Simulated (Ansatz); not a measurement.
**C₃H₂O₂: small, medium and large basis sets**

Aim: see how fast density functionals converge with the basis set for C₃H₂O₂.

The runs use Ansatz 0.2.0, Gaussian basis; one geometry, several basis sets.

The runs, in order: PBE0-D4/def2-SVP; ωB97M-V/def2-SVP; PBE0-D4/def2-QZVPP; ωB97M-V/def2-QZVPP; the functionals' def2-TZVPP values are taken from earlier runs.

## 1. The relaxed structure

The geometry comes from an earlier relaxation with PBE0-D4 in a triple-zeta def2 set; it is a stationary point, not always the lowest conformer.

SMILES `C#CC(=O)O`, 7 atoms, charge 0, spin multiplicity 1.

Atoms are counted from 1 here; the program's logs count them from 0.

Bond lengths: C1–C2 1.199 Å, C1–H6 1.065 Å, C2–C3 1.444 Å, C3–O4 1.200 Å, C3–O5 1.339 Å, O5–H7 0.968 Å. Angles: C2–C1–H6 179.9°, C1–C2–C3 177.4°, C2–C3–O4 124.1°, C2–C3–O5 111.7°, O4–C3–O5 124.2°, C3–O5–H7 106.5°.

As a file:

```
atom    x (Å)    y (Å)    z (Å)
  C1  -0.6565   0.2882   1.7677
  C2  -0.2919   0.0273   0.6560
  C3   0.1083  -0.3410  -0.6816
  O4  -0.2916  -1.3132  -1.2598
  O5   0.9796   0.5345  -1.1971
  H6  -0.9814   0.5188   2.7557
  H7   1.1948   0.2173  -2.0865
```

## 2. PBE0-D4 in def2-SVP

in.yaml reads:

```yaml
crystal:
  periodic: [false, false, false]
  atoms:
    - {symbol: C, position_ang: [-0.656518, 0.288205, 1.767665]}
    - {symbol: C, position_ang: [-0.291946, 0.027313, 0.655953]}
    - {symbol: C, position_ang: [0.108258, -0.341043, -0.681590]}
    - {symbol: O, position_ang: [-0.291627, -1.313157, -1.259775]}
    - {symbol: O, position_ang: [0.979601, 0.534496, -1.197127]}
    - {symbol: H, position_ang: [-0.981359, 0.518844, 2.755668]}
    - {symbol: H, position_ang: [1.194792, 0.217343, -2.086494]}
basis:
  gaussian: {orbitals: def2-SVP}
hamiltonian: {xc: pbe0, dispersion: d4}
output: {orbitals: {seedname: orbitals}}
```

Further steps of the session: ωB97M-V in def2-SVP; PBE0-D4 in def2-QZVPP; ωB97M-V in def2-QZVPP.

Before running them: what should the planned runs give, taken together? Wanted: PBE0-D4: double and triple zeta above quadruple; ωB97M-V: double and triple zeta above quadruple.

**Answer**, as computed:

| quantity | value |
| --- | --- |
| PBE0-D4: double and triple zeta above quadruple | 8.76, 0.38 eV |
| ωB97M-V: double and triple zeta above quadruple | 8.98, 0.35 eV |

What this shows: PBE0-D4 gains 8.38 eV from double to triple zeta, then 0.38 eV more. Total energies overstate the basis error of differences, where much of it tends to cancel.
